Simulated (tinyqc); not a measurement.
Worked calculation (part 1 of 2): UKS/PBE in the sto-6g basis, for LiH+, spin multiplicity 2. Computed by tinyqc, a small Python program that keeps every step (integrals from PySCF). Settings: charge = 1, multiplicity = 2, basis = sto-6g, energy threshold = 1e-08, iteration cap = 79, orthogonalisation = symmetric, start = core, DIIS depth = 0, damping = 0.3, method = UKS, functional = pbe,pbe, grid = [15, 26]. Command: `OMP_NUM_THREADS=1 python tinyqc.py 27936 27937 out.jsonl` (the two numbers bound the seeds that draw the settings). One thread of a shared host (Intel(R) Xeon(R) Processor @ 2.60GHz), about 2 s of CPU time with the checks. Later iterations appear only in the table of the cycle.

## One-electron integrals

Geometry (angstrom):
```
atom       x       y       z
Li    0.0000  0.0000  0.0000
H     0.0000  0.0000  2.7040
```

Basis sto-6g: exponents (1/bohr^2) and contraction coefficients of normalised primitives:
```
element  l (shell)  exponent  coefficient
Li           s (1)  167.1758       0.0092
Li           s (1)   30.6515       0.0494
Li           s (1)    8.5752       0.1685
Li           s (1)    2.9458       0.3706
Li           s (1)    1.1439       0.4165
Li           s (1)    0.4711       0.1303
Li           s (2)    6.5976      -0.0133
Li           s (2)    1.3058      -0.0470
Li           s (2)    0.4059      -0.0338
Li           s (2)    0.1561       0.2502
Li           s (2)    0.0678       0.5951
Li           s (2)    0.0311       0.2407
Li           p (3)    6.5976       0.0038
Li           p (3)    1.3058       0.0377
Li           p (3)    0.4059       0.1739
Li           p (3)    0.1561       0.4180
Li           p (3)    0.0678       0.4259
Li           p (3)    0.0311       0.1017
H            s (1)   35.5232       0.0092
H            s (1)    6.5131       0.0494
H            s (1)    1.8221       0.1685
H            s (1)    0.6260       0.3706
H            s (1)    0.2431       0.4165
H            s (1)    0.1001       0.1303
```

Overlap, kinetic and nuclear-attraction integrals over the contracted functions; the nuclear repulsion is the sum of Za Zb / Rab.

nuclear repulsion = 0.587105 hartree

overlap S:
```
         1Li 1s  1Li 2s  1Li 2px  1Li 2py  1Li 2pz   2H 1s
1Li 1s   1.0000  0.2357   0.0000   0.0000   0.0000  0.0059
1Li 2s   0.2357  1.0000   0.0000   0.0000   0.0000  0.1667
1Li 2px  0.0000  0.0000   1.0000   0.0000   0.0000  0.0000
1Li 2py  0.0000  0.0000   0.0000   1.0000   0.0000  0.0000
1Li 2pz  0.0000  0.0000   0.0000   0.0000   1.0000  0.2515
2H 1s    0.0059  0.1667   0.0000   0.0000   0.2515  1.0000
```

kinetic energy T (hartree):
```
          1Li 1s   1Li 2s  1Li 2px  1Li 2py  1Li 2pz    2H 1s
1Li 1s    3.6167  -0.1107   0.0000   0.0000   0.0000  -0.0028
1Li 2s   -0.1107   0.1065   0.0000   0.0000   0.0000   0.0007
1Li 2px   0.0000   0.0000   0.3200   0.0000   0.0000   0.0000
1Li 2py   0.0000   0.0000   0.0000   0.3200   0.0000   0.0000
1Li 2pz   0.0000   0.0000   0.0000   0.0000   0.3200   0.0160
2H 1s    -0.0028   0.0007   0.0000   0.0000   0.0160   0.7685
```

nuclear attraction V (hartree):
```
          1Li 1s   1Li 2s  1Li 2px  1Li 2py  1Li 2pz    2H 1s
1Li 1s   -8.2628  -0.8745   0.0000   0.0000  -0.0060  -0.0222
1Li 2s   -0.8745  -1.3932   0.0000   0.0000  -0.0645  -0.2295
1Li 2px   0.0000   0.0000  -1.3784   0.0000   0.0000   0.0000
1Li 2py   0.0000   0.0000   0.0000  -1.3784   0.0000   0.0000
1Li 2pz  -0.0060  -0.0645   0.0000   0.0000  -1.4226  -0.3497
2H 1s    -0.0222  -0.2295   0.0000   0.0000  -0.3497  -1.8267
```

core Hamiltonian H = T + V (hartree):
```
          1Li 1s   1Li 2s  1Li 2px  1Li 2py  1Li 2pz    2H 1s
1Li 1s   -4.6461  -0.9852   0.0000   0.0000  -0.0060  -0.0250
1Li 2s   -0.9852  -1.2867   0.0000   0.0000  -0.0645  -0.2288
1Li 2px   0.0000   0.0000  -1.0584   0.0000   0.0000   0.0000
1Li 2py   0.0000   0.0000   0.0000  -1.0584   0.0000   0.0000
1Li 2pz  -0.0060  -0.0645   0.0000   0.0000  -1.1026  -0.3337
2H 1s    -0.0250  -0.2288   0.0000   0.0000  -0.3337  -1.0581
```

## Two-electron integrals

Functions are numbered as in S; the eight-fold symmetry (ij|kl) = (ji|kl) = (kl|ij) leaves the list below.

Two-electron integrals (ij|kl) in chemists' order, unique and non-zero (hartree):
```
(11|11) 1.6812     (21|11) 0.2426     (21|21) 0.0445     (22|11) 0.3972
(22|21) 0.0903     (22|22) 0.2906     (31|31) 0.0094     (32|31) 0.0143
(32|32) 0.0642     (33|11) 0.3972     (33|21) 0.0903     (33|22) 0.2906
(33|33) 0.3131     (41|41) 0.0094     (42|41) 0.0143     (42|42) 0.0642
(43|43) 0.0169     (44|11) 0.3972     (44|21) 0.0903     (44|22) 0.2906
(44|33) 0.2794     (44|44) 0.3131     (51|51) 0.0094     (52|51) 0.0143
(52|52) 0.0642     (53|53) 0.0169     (54|54) 0.0169     (55|11) 0.3972
(55|21) 0.0903     (55|22) 0.2906     (55|33) 0.2794     (55|44) 0.2794
(55|55) 0.3131     (61|11) 0.0058     (61|21) 0.0011     (61|22) 0.0022
(61|33) 0.0022     (61|44) 0.0022     (61|51) 1.41e-04   (61|52) 3.08e-04
(61|55) 0.0023     (61|61) 2.78e-05   (62|11) 0.0418     (62|21) 0.0098
(62|22) 0.0376     (62|33) 0.0355     (62|44) 0.0355     (62|51) 0.0014
(62|52) 0.0117     (62|55) 0.0420     (62|61) 2.89e-04   (62|62) 0.0119
(63|31) 4.46e-04   (63|32) 0.0027     (63|53) 0.0013     (63|63) 4.58e-04
(64|41) 4.46e-04   (64|42) 0.0027     (64|54) 0.0013     (64|64) 4.58e-04
(65|11) 0.0603     (65|21) 0.0142     (65|22) 0.0556     (65|33) 0.0519
(65|44) 0.0519     (65|51) 0.0022     (65|52) 0.0183     (65|55) 0.0628
(65|61) 4.26e-04   (65|62) 0.0188     (65|65) 0.0296     (66|11) 0.1957
(66|21) 0.0461     (66|22) 0.1919     (66|33) 0.1783     (66|44) 0.1783
(66|51) 0.0060     (66|52) 0.0624     (66|55) 0.2190     (66|61) 0.0014
(66|62) 0.0849     (66|65) 0.1362     (66|66) 0.7750
```

## Orthogonalisation

S = U s U^T; symmetric (Loewdin) form X = U s^(-1/2) U^T, so that X^T S X = 1.

eigenvalues of S: 0.6615  0.8235  1.0000  1.0000  1.1711  1.3439

X:
```
          1Li 1s   1Li 2s  1Li 2px  1Li 2py  1Li 2pz    2H 1s
1Li 1s    1.0221  -0.1241   0.0000   0.0000  -0.0029   0.0132
1Li 2s   -0.1241   1.0337   0.0000   0.0000   0.0175  -0.0912
1Li 2px   0.0000   0.0000   1.0000   0.0000   0.0000   0.0000
1Li 2py   0.0000   0.0000   0.0000   1.0000   0.0000   0.0000
1Li 2pz  -0.0029   0.0175   0.0000   0.0000   1.0254  -0.1335
2H 1s     0.0132  -0.0912   0.0000   0.0000  -0.1335   1.0369
```

## Starting guess

The start is the orbitals of the core Hamiltonian; D(s) = C_occ C_occ^T for each spin.

D(alpha) at the start:
```
          1Li 1s   1Li 2s  1Li 2px  1Li 2py  1Li 2pz    2H 1s
1Li 1s    1.0376  -0.1437   0.0000   0.0000  -0.0832  -0.0334
1Li 2s   -0.1437   0.5302   0.0000   0.0000   0.4022   0.1831
1Li 2px   0.0000   0.0000   0.0000   0.0000   0.0000   0.0000
1Li 2py   0.0000   0.0000   0.0000   0.0000   0.0000   0.0000
1Li 2pz  -0.0832   0.4022   0.0000   0.0000   0.3058   0.1393
2H 1s    -0.0334   0.1831   0.0000   0.0000   0.1393   0.0635
```

D(beta) at the start:
```
          1Li 1s   1Li 2s  1Li 2px  1Li 2py  1Li 2pz    2H 1s
1Li 1s    1.0150  -0.0342   0.0000   0.0000   0.0000   0.0045
1Li 2s   -0.0342   0.0012   0.0000   0.0000   0.0000  -0.0002
1Li 2px   0.0000   0.0000   0.0000   0.0000   0.0000   0.0000
1Li 2py   0.0000   0.0000   0.0000   0.0000   0.0000   0.0000
1Li 2pz   0.0000   0.0000   0.0000   0.0000   0.0000   0.0000
2H 1s     0.0045  -0.0002   0.0000   0.0000   0.0000   0.0000
```

## Iteration 1: exchange-correlation on the grid

Becke grid with 15 radial and 26 angular points per atom, points of zero weight dropped. rho = sum D_ij phi_i phi_j; V_xc,ij = sum w v_xc phi_i phi_j plus the gradient terms; v_xc is d(rho eps)/d rho(s) for spin s at fixed gradient.

The 8 grid points with the largest w rho, of 774 (bohr, atomic units):
```
x              y        z       w  rho(alpha)  rho(beta)   eps_xc  v_xc(alpha)
0.0000    0.0000   2.6303  3.6784      0.0120   8.82e-08  -0.2343      -0.3065
0.0000    0.0000  -0.4012  0.0247      0.7438     0.7241  -0.9619      -1.1191
0.0000   -0.4012   0.0000  0.0247      0.7319     0.7241  -0.9604      -1.1117
0.4012    0.0000   0.0000  0.0247      0.7319     0.7241  -0.9604      -1.1117
0.0000    0.4012   0.0000  0.0247      0.7319     0.7241  -0.9604      -1.1117
-0.4012   0.0000   0.0000  0.0247      0.7319     0.7241  -0.9604      -1.1117
0.0000    0.0000   0.4012  0.0247      0.7254     0.7241  -0.9592      -1.1085
0.0000    0.0000   0.7177  0.1176      0.1359     0.1305  -0.6070      -0.6214
```

electrons on the grid, sum of w rho = 3.0029

E_xc = sum of w rho eps_xc = -1.904500 hartree

V_xc(alpha) (hartree):
```
          1Li 1s   1Li 2s  1Li 2px  1Li 2py  1Li 2pz    2H 1s
1Li 1s   -1.0946  -0.1237   0.0000   0.0000  -0.0053  -0.0032
1Li 2s   -0.1237  -0.1702   0.0000   0.0000  -0.0615  -0.0379
1Li 2px   0.0000   0.0000  -0.1654   0.0000   0.0000   0.0000
1Li 2py   0.0000   0.0000   0.0000  -0.1654   0.0000   0.0000
1Li 2pz  -0.0053  -0.0615   0.0000   0.0000  -0.1800  -0.0586
2H 1s    -0.0032  -0.0379   0.0000   0.0000  -0.0586  -0.2915
```

V_xc(beta) (hartree):
```
          1Li 1s   1Li 2s  1Li 2px  1Li 2py  1Li 2pz    2H 1s
1Li 1s   -1.0873  -0.1176   0.0000   0.0000  -0.0006  -0.0028
1Li 2s   -0.1176  -0.0382   0.0000   0.0000   0.0272   0.0213
1Li 2px   0.0000   0.0000  -0.0382   0.0000   0.0000   0.0000
1Li 2py   0.0000   0.0000   0.0000  -0.0382   0.0000   0.0000
1Li 2pz  -0.0006   0.0272   0.0000   0.0000  -0.0382   0.0360
2H 1s    -0.0028   0.0213   0.0000   0.0000   0.0360   0.1888
```

## Iteration 1: building the Kohn-Sham matrix

J_ij = sum D_kl (ij|kl) with D = D(alpha) + D(beta); F = H + J + V_xc; E = tr D H + tr D J / 2 + E_xc + E_nn.

Coulomb J (hartree):
```
         1Li 1s  1Li 2s  1Li 2px  1Li 2py  1Li 2pz   2H 1s
1Li 1s   3.7412  0.5681   0.0000   0.0000   0.0114  0.0140
1Li 2s   0.5681  1.0677   0.0000   0.0000   0.0626  0.1392
1Li 2px  0.0000  0.0000   1.0616   0.0000   0.0000  0.0000
1Li 2py  0.0000  0.0000   0.0000   1.0616   0.0000  0.0000
1Li 2pz  0.0114  0.0626   0.0000   0.0000   1.0800  0.2056
2H 1s    0.0140  0.1392   0.0000   0.0000   0.2056  0.7215
```

F(alpha) (hartree):
```
          1Li 1s   1Li 2s  1Li 2px  1Li 2py  1Li 2pz    2H 1s
1Li 1s   -1.9995  -0.5409   0.0000   0.0000   0.0002  -0.0143
1Li 2s   -0.5409  -0.3892   0.0000   0.0000  -0.0634  -0.1275
1Li 2px   0.0000   0.0000  -0.1621   0.0000   0.0000   0.0000
1Li 2py   0.0000   0.0000   0.0000  -0.1621   0.0000   0.0000
1Li 2pz   0.0002  -0.0634   0.0000   0.0000  -0.2026  -0.1868
2H 1s    -0.0143  -0.1275   0.0000   0.0000  -0.1868  -0.6281
```

F(beta) (hartree):
```
          1Li 1s   1Li 2s  1Li 2px  1Li 2py  1Li 2pz    2H 1s
1Li 1s   -1.9922  -0.5347   0.0000   0.0000   0.0049  -0.0139
1Li 2s   -0.5347  -0.2571   0.0000   0.0000   0.0253  -0.0682
1Li 2px   0.0000   0.0000  -0.0349   0.0000   0.0000   0.0000
1Li 2py   0.0000   0.0000   0.0000  -0.0349   0.0000   0.0000
1Li 2pz   0.0049   0.0253   0.0000   0.0000  -0.0608  -0.0922
2H 1s    -0.0139  -0.0682   0.0000   0.0000  -0.0922  -0.1478
```

total energy of this density = -7.529285 hartree

This density is the starting one.

## Iteration 1: diagonalisation and new density

Diagonalise F' = X^T F X, C = X C', fill 2 alpha and 1 beta electrons from the bottom; D(s) = C_occ C_occ^T; the new density keeps 0.3 of the old one (damping). Each column has its largest component positive (the first on a tie).

F' = X^T F X (alpha) (hartree):
```
         1        2        3        4        5        6
1  -1.9576  -0.2770   0.0000   0.0000   0.0040   0.0123
2  -0.2770  -0.2911   0.0000   0.0000  -0.0480  -0.0463
3   0.0000   0.0000  -0.1621   0.0000   0.0000   0.0000
4   0.0000   0.0000   0.0000  -0.1621   0.0000   0.0000
5   0.0040  -0.0480   0.0000   0.0000  -0.1749  -0.0845
6   0.0123  -0.0463   0.0000   0.0000  -0.0845  -0.6074
```

orbital energies (alpha) (hartree): MO1 -2.0025, MO2 -0.6315, MO3 -0.2534, MO4 -0.1621, MO5 -0.1621, MO6 -0.1437

coefficients C (alpha):
```
             MO1      MO2      MO3     MO4      MO5      MO6
1Li 1s    0.9891  -0.0262  -0.2673  0.0000   0.0000   0.0992
1Li 2s    0.0429   0.0653   0.9793  0.0000   0.0000  -0.3571
1Li 2px   0.0000   0.0000   0.0000  0.8564  -0.5163   0.0000
1Li 2py   0.0000   0.0000   0.0000  0.5163   0.8564   0.0000
1Li 2pz   0.0023   0.0728   0.3924  0.0000   0.0000   0.9541
2H 1s    -0.0052   0.9666  -0.3425  0.0000   0.0000  -0.2232
```

F' = X^T F X (beta) (hartree):
```
         1        2        3        4        5        6
1  -1.9496  -0.2878   0.0000   0.0000  -0.0016   0.0132
2  -0.2878  -0.1557   0.0000   0.0000   0.0388  -0.0499
3   0.0000   0.0000  -0.0349   0.0000   0.0000   0.0000
4   0.0000   0.0000   0.0000  -0.0349   0.0000   0.0000
5  -0.0016   0.0388   0.0000   0.0000  -0.0402  -0.0750
6   0.0132  -0.0499   0.0000   0.0000  -0.0750  -0.1226
```

orbital energies (beta) (hartree): MO1 -1.9946, MO2 -0.1791, MO3 -0.1241, MO4 -0.0349, MO5 -0.0349, MO6 0.0298

coefficients C (beta):
```
             MO1      MO2      MO3      MO4     MO5      MO6
1Li 1s    0.9906  -0.1104  -0.2291   0.0000  0.0000  -0.1197
1Li 2s    0.0374   0.3884   0.8472   0.0000  0.0000   0.4718
1Li 2px   0.0000   0.0000   0.0000   0.7973  0.6036   0.0000
1Li 2py   0.0000   0.0000   0.0000  -0.6036  0.7973   0.0000
1Li 2pz  -0.0022   0.2331  -0.5276   0.0000  0.0000   0.8584
2H 1s    -0.0037   0.7817  -0.2144   0.0000  0.0000  -0.6667
```

D(alpha) after iteration 1:
```
          1Li 1s   1Li 2s  1Li 2px  1Li 2py  1Li 2pz    2H 1s
1Li 1s    0.9965  -0.0146   0.0000   0.0000  -0.0247  -0.0313
1Li 2s   -0.0146   0.1633   0.0000   0.0000   0.1241   0.0990
1Li 2px   0.0000   0.0000   0.0000   0.0000   0.0000   0.0000
1Li 2py   0.0000   0.0000   0.0000   0.0000   0.0000   0.0000
1Li 2pz  -0.0247   0.1241   0.0000   0.0000   0.0954   0.0911
2H 1s    -0.0313   0.0990   0.0000   0.0000   0.0911   0.6731
```

D(beta) after iteration 1:
```
          1Li 1s   1Li 2s  1Li 2px  1Li 2py  1Li 2pz    2H 1s
1Li 1s    0.9913   0.0156   0.0000   0.0000  -0.0015  -0.0012
1Li 2s    0.0156   0.0013   0.0000   0.0000  -0.0001  -0.0001
1Li 2px   0.0000   0.0000   0.0000   0.0000   0.0000   0.0000
1Li 2py   0.0000   0.0000   0.0000   0.0000   0.0000   0.0000
1Li 2pz  -0.0015  -0.0001   0.0000   0.0000   0.0000   0.0000
2H 1s    -0.0012  -0.0001   0.0000   0.0000   0.0000   0.0000
```

Within a degenerate level the vectors are fixed only up to a rotation; this is one choice.

## Iteration 2: exchange-correlation on the grid

As before.

The 8 grid points with the largest w rho, of 774 (bohr, atomic units):
```
x              y        z       w  rho(alpha)  rho(beta)   eps_xc  v_xc(alpha)
0.0000    0.0000   3.7078  2.7132      0.0162   4.88e-07  -0.2799      -0.3008
0.0000    0.0000  -0.4012  0.0247      0.7166     0.7119  -0.9541      -1.1054
0.0000    0.4012   0.0000  0.0247      0.7131     0.7117  -0.9536      -1.1032
0.4012    0.0000   0.0000  0.0247      0.7131     0.7117  -0.9536      -1.1032
-0.4012   0.0000   0.0000  0.0247      0.7131     0.7117  -0.9536      -1.1032
0.0000   -0.4012   0.0000  0.0247      0.7131     0.7117  -0.9536      -1.1032
0.0000    0.0000   0.4012  0.0247      0.7113     0.7115  -0.9532      -1.1023
0.0000    0.0000   0.7177  0.1176      0.1319     0.1300  -0.6068      -0.6169
```

electrons on the grid, sum of w rho = 3.0095

E_xc = sum of w rho eps_xc = -1.980456 hartree

V_xc(alpha) (hartree):
```
          1Li 1s   1Li 2s  1Li 2px  1Li 2py  1Li 2pz    2H 1s
1Li 1s   -1.0853  -0.1213   0.0000   0.0000  -0.0024  -0.0031
1Li 2s   -0.1213  -0.1415   0.0000   0.0000  -0.0405  -0.0450
1Li 2px   0.0000   0.0000  -0.1357   0.0000   0.0000   0.0000
1Li 2py   0.0000   0.0000   0.0000  -0.1357   0.0000   0.0000
1Li 2pz  -0.0024  -0.0405   0.0000   0.0000  -0.1529  -0.0720
2H 1s    -0.0031  -0.0450   0.0000   0.0000  -0.0720  -0.4574
```

V_xc(beta) (hartree):
```
          1Li 1s   1Li 2s  1Li 2px  1Li 2py  1Li 2pz    2H 1s
1Li 1s   -1.0828  -0.1189   0.0000   0.0000  -0.0005  -0.0029
1Li 2s   -0.1189  -0.0931   0.0000   0.0000  -0.0026   0.0267
1Li 2px   0.0000   0.0000  -0.0944   0.0000   0.0000   0.0000
1Li 2py   0.0000   0.0000   0.0000  -0.0944   0.0000   0.0000
1Li 2pz  -0.0005  -0.0026   0.0000   0.0000  -0.0906   0.0477
2H 1s    -0.0029   0.0267   0.0000   0.0000   0.0477   0.3968
```

## Iteration 2: building the Kohn-Sham matrix

As before.

Coulomb J (hartree):
```
         1Li 1s  1Li 2s  1Li 2px  1Li 2py  1Li 2pz   2H 1s
1Li 1s   3.5965  0.5413   0.0000   0.0000   0.0077  0.0132
1Li 2s   0.5413  1.0119   0.0000   0.0000   0.0628  0.1590
1Li 2px  0.0000  0.0000   1.0006   0.0000   0.0000  0.0000
1Li 2py  0.0000  0.0000   0.0000   1.0006   0.0000  0.0000
1Li 2pz  0.0077  0.0628   0.0000   0.0000   1.0345  0.2402
2H 1s    0.0132  0.1590   0.0000   0.0000   0.2402  1.0200
```

F(alpha) (hartree):
```
          1Li 1s   1Li 2s  1Li 2px  1Li 2py  1Li 2pz    2H 1s
1Li 1s   -2.1349  -0.5652   0.0000   0.0000  -0.0007  -0.0148
1Li 2s   -0.5652  -0.4162   0.0000   0.0000  -0.0422  -0.1147
1Li 2px   0.0000   0.0000  -0.1935   0.0000   0.0000   0.0000
1Li 2py   0.0000   0.0000   0.0000  -0.1935   0.0000   0.0000
1Li 2pz  -0.0007  -0.0422   0.0000   0.0000  -0.2210  -0.1655
2H 1s    -0.0148  -0.1147   0.0000   0.0000  -0.1655  -0.4956
```

F(beta) (hartree):
```
          1Li 1s   1Li 2s  1Li 2px  1Li 2py  1Li 2pz    2H 1s
1Li 1s   -2.1323  -0.5628   0.0000   0.0000   0.0012  -0.0147
1Li 2s   -0.5628  -0.3679   0.0000   0.0000  -0.0043  -0.0430
1Li 2px   0.0000   0.0000  -0.1522   0.0000   0.0000   0.0000
1Li 2py   0.0000   0.0000   0.0000  -0.1522   0.0000   0.0000
1Li 2pz   0.0012  -0.0043   0.0000   0.0000  -0.1587  -0.0458
2H 1s    -0.0147  -0.0430   0.0000   0.0000  -0.0458   0.3586
```

total energy of this density = -7.684743 hartree

This density is a damped mixture and is not idempotent.
